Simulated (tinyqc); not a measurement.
Worked calculation: UHF in the sto-3g basis, for NH3+, spin multiplicity 2. This run ends on a higher stationary point, not on the lowest solution. One step of it, computed by the program tinyqc.

Problem. Iteration 2: DIIS coefficients. Solve [B -1; -1 0][c; lambda] = [0; -1] for the coefficients, which sum to one.

B (overlaps of the stored error matrices):
```
,1,2
1,2.5202850e-01,-5.2469534e-01
2,-5.2469534e-01,2.0863618e+00
```

Give: DIIS coefficients.

Solution.

DIIS coefficients: 0.7707  0.2293
